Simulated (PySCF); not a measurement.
# Si(OH)2: singlet, from a bent start

The task is one start of a wider search on Si(OH)2: the singlet, built as bent. It is relaxed, tested by its Hessian and followed downhill if it is a saddle.

The runs use PySCF 2.14.0; PBE0, basis Si def2-TZVP, O def2-TZVP, H def2-TZVP, no relativity, density fitting.

**1. Where the work starts**

5 atoms, charge 0, spin multiplicity 1.

Bond lengths: Si1–O2 1.790 Å, Si1–O3 1.790 Å, O2–H4 0.960 Å, O3–H5 0.960 Å. Angles: O2–Si1–O3 110.0°, Si1–O2–H4 130.0°, Si1–O3–H5 130.0°.

```xyz
5
charge 0 multiplicity 1
Si    0.0000    0.0000    0.0000
O     1.4663    0.0000    1.0267
O    -1.4663    0.0000    1.0267
H     1.9718   -0.7354    1.3806
H    -1.9718    0.7354    1.3806
```

**2. The SCF at the typed geometry**

The steps below are one call of a driver around PySCF. For each, scf.py gives the equivalent set-up of the SCF; relaxations use the driver's own optimiser. After this first run the driver tries any further starts and a stability analysis.

Input file scf.py:

```python
from pyscf import gto, scf, dft
mol = gto.M(atom='''
Si     0.000000     0.000000     0.000000
O      1.466300     0.000000     1.026700
O     -1.466300     0.000000     1.026700
H      1.971800    -0.735400     1.380600
H     -1.971800     0.735400     1.380600''',
    basis={'Si': 'def2-TZVP', 'O': 'def2-TZVP', 'H': 'def2-TZVP'},
    charge=0, spin=0)
mf = dft.RKS(mol, xc='PBE0')
mf.grids.atom_grid = (50, 194)
aux = {'Si': 'def2-universal-JKFIT', 'O': 'def2-universal-JKFIT', 'H': 'def2-universal-JKFIT'}
mf = mf.density_fit(auxbasis=aux)
mf.conv_tol = 1e-08
mf.diis_space = 10
mf.max_cycle = 60
mf.init_guess = 'minao'
mf.verbose = 4
mf.kernel()
```

The run is started by

```sh
$ OMP_NUM_THREADS=2 python axn.py task.json out
```

Further steps of the session: Bent start, singlet: relaxation; Frequencies.

What does the calculation give? Wanted: minimum; geometry; wavenumbers; dipole moment; highest occupied, lowest empty level; polar-tensor charge of Si1; zero-point energy; atomisation energy.

**Answer**, as computed:

| quantity | value |
| --- | --- |
| minimum | singlet, C2v |
| geometry | O–H 0.960 Å (×2), Si–O 1.649 Å (×2); H–O–Si 114.7° (×2), O–Si–O 97.5° |
| wavenumbers (cm⁻¹) | 345 (a1), 432 (a2), 496 (b1), 769 (b2), 823 (a1), 886 (a1), 895 (b2), 3905 (a1), 3906 (b2) |
| dipole moment | 1.40 D |
| highest occupied, lowest empty level | -6.87, -1.10 eV |
| polar-tensor charge of Si1 | +0.84 e |
| zero-point energy | 74.5 kJ/mol |
| entropy at 298.15 K | 264.2 J/(mol K) |
| atomisation energy (no zero-point energy) | 1872 kJ/mol |

What this shows: From C2 at the start the molecule goes to a C2v minimum. In the infrared the band at 769 cm⁻¹ (b2) leads. Other starts or spin states, not run here, may lie lower.
